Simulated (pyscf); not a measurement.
Structures and frequencies: ωB97X-D3(BJ)/def2-SVP in PySCF.

### Question
`[SeH][GaH][SeH]` + `[H][H]` → `[GaH2][SeH]` + `[SeH2]`
Surface: singlet. Broken: Ga–Se, H–H. Formed: Ga–H, H–Se. Give ΔE‡ and ΔE from PBE0-D3(BJ)/def2-TZVP, relative to the separated reactants.

### Answer
ΔE‡ = 1.23 eV, ΔE = +0.93 eV. ωB97M-D3(BJ)/def2-TZVP gives 1.43 eV and +0.83 eV. Zero-point energy shifts the barrier by +0.07 eV. It is a four-centre exchange, with an imaginary mode of 1251i cm⁻¹. On the product side the descent ends in an adduct with a Ga–Se contact, 0.57 eV under the separated species and 0.94 eV under the saddle at ωB97X-D3(BJ)/def2-TZVP. What is counted as broken (Ga–Se) persists as a longer contact in the product adduct; parting that adduct is a step of its own. One saddle was located; it need not be the lowest between these sides. Elements up to Kr have no core potential and no relativistic terms here.
